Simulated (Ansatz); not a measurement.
Input for Ansatz (development build ahead of 0.2.0):

```yaml
crystal:
  periodic: [false, false, false]
  atoms:
    - { symbol: P, position_ang: [0.0, 0.0, 0.50677] }
    - { symbol: F, position_ang: [0.0, 4.15158, -1.85814] }
    - { symbol: F, position_ang: [1.19846, -0.69193, -0.28154] }
    - { symbol: F, position_ang: [-1.19846, -0.69193, -0.28154] }
basis:
  gaussian: { orbitals: pcseg-2 }
magnetization:
  spin_polarized: true
hamiltonian:
  xc: hf
```

The input is written out in the form of the current development build from the run's settings.

Output:

```
Converged                       : yes
Total energy                    : -639.15385 hartree
Spin squared of the determinant : 1.031
Stability test                  : minimum
```

Caution: the unrestricted determinant is a mixture of spin states.
